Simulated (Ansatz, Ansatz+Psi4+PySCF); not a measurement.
```xyz
4

O     0.0000    0.0000    0.7210
C     0.0000    0.0000   -0.5491
H     0.0000    0.9344   -1.1367
H     0.0000   -0.9344   -1.1367
```

Basis set: cc-pVTZ (spherical functions). Correlated methods keep 2 orbitals frozen. Charge 0, multiplicity 1.

Computed with Ansatz (development build ahead of 0.2.0); each method stands on the lowest determinant of its kind that the runs found. Restricted open shells among the atoms or ions are ROHF, correlated in semicanonical orbitals with singles.

The atomization energy at this shape (free ground-state atoms in the same class of orbitals less the molecule, no zero-point energy) of singlet CH₂O:

```json
{"method": "RHF-CCSD(T)", "atomization energy": "360.71 kcal/mol"}
{"method": "RHF-MP2", "atomization energy": "369.85 kcal/mol"}
```

Problem. What does RHF give?

Solution. 255.69 kcal/mol.
